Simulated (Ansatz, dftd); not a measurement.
Reaction: CH2Cl2 (dichloromethane, SMILES C(Cl)Cl) → CHCl2 (SMILES Cl[CH]Cl, doublet) + H (doublet) (the C-H bond breaks)
Each species at its own B3LYP-D3(BJ)/def2-TZVP minimum (Ansatz, a program for electronic structure).

Property: bond dissociation energy (electronic), in kJ/mol. UHF or UKS for unpaired electrons; spin-orbit terms are left out. Cores are frozen in correlated methods. Rows without X2C or -DK are non-relativistic. CBS(X,Y): correlation extrapolated as X^-3, Hartree-Fock from the larger set (Q,5: extrapolated as (X+1)exp(-9√X)). A bracket is a step between two methods taken in the basis named. The functionals are non-relativistic, so their misses hold any scalar relativity. Double hybrids freeze cores in their MP2 part. 'core' is core correlation in cc-pwCVTZ (1s frozen past Ne), 'X2C' scalar relativity in cc-pVTZ-DK, both at CCSD(T). Where a partner has so few electrons that a lower coupled-cluster level is exact, that level stands in.

| level | program | bond dissociation energy (kJ/mol) | difference against the last row |
|---|---|---|---|
| PBE-D3(BJ)/def2-TZVPD | Ansatz + dftd3 | 406.6 | -24.3 |
| PBE0/def2-TZVPD | Ansatz | 408.8 | -22.1 |
| wB97X-V/def2-TZVPD | Ansatz | 423.6 | -7.3 |
| B2GP-PLYP-D4/def2-TZVPD | Ansatz + dftd4 | 420.3 | -10.6 |
| MP2/CBS(cc-pV(T+d)Z,cc-pV(Q+d)Z) | Ansatz | 435.2 | 4.3 |
| CCSD/cc-pV(D+d)Z | Ansatz | 409.1 | -21.8 |
| CCSD(T)/CBS(cc-pV(T+d)Z,cc-pV(Q+d)Z) | Ansatz | 433.0 | 2.1 |
| CCSDT(Q)/cc-pV(D+d)Z | Ansatz | 409.3 | -21.6 |
| CCSD(T)/CBS(cc-pV(Q+d)Z,cc-pV(5+d)Z) + [CCSDT(Q) - CCSD(T)]/cc-pV(D+d)Z + core + X2C | Ansatz | 430.9 | 0.0 |
